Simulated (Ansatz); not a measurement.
# How methods differ on BH4O− (SMILES [BH3-]O)

BH4O−: 6 atoms, total charge -1, spin state singlet. As SMILES, `[BH3-]O`. The coordinates come from a GFN2-xTB relaxation.

Each level gives the vertical detachment energy (to the doublet neutral) (eV). The values are calculated.

| level | kind | program | value (eV) | less FCI/STO-3G | CPU time (all runs) |
| --- | --- | --- | --- | --- | --- |
| revPBE/STO-3G | GGA | Ansatz | -1.23 | +0.32 | 2 s |
| r2SCAN/STO-3G | meta-GGA | Ansatz | -1.02 | +0.53 | 4.2 s |
| BHLYP/STO-3G | global hybrid | Ansatz | -0.65 | +0.90 | 1.9 s |
| CAM-B3LYP/STO-3G | range-separated hybrid | Ansatz | -0.77 | +0.78 | 2.5 s |
| HSE06/STO-3G | range-separated hybrid | Ansatz | -0.90 | +0.65 | 2.5 s |
| B2PLYP/STO-3G | double hybrid | Ansatz | -0.97 | +0.58 | 2.1 s |
| RPA@PBE/STO-3G | RPA | Ansatz | -1.95 | -0.40 | 2.6 s |
| MP2/STO-3G | perturbation theory | Ansatz | -1.36 | +0.19 | 0.12 s |
| CCSDT(Q)/STO-3G | coupled cluster or CI | Ansatz | -1.55 | 0.00 | 0.82 s |
| FCI/STO-3G | exact in the basis | Ansatz | -1.55 | 0.00 | 6.9 s |

FCI/STO-3G is exact within its basis and frozen core, so for wave-function methods in that basis the difference is their error; functionals converge differently with the basis, so for them it is only a difference. Sets without diffuse functions describe the anion poorly. The values span -1.95 to -0.65 eV. All rows use very small basis sets, so even the best lies far from the true value. Times are those of the runs behind each value, whatever else they computed, on shared processors of several kinds: orders of magnitude only.
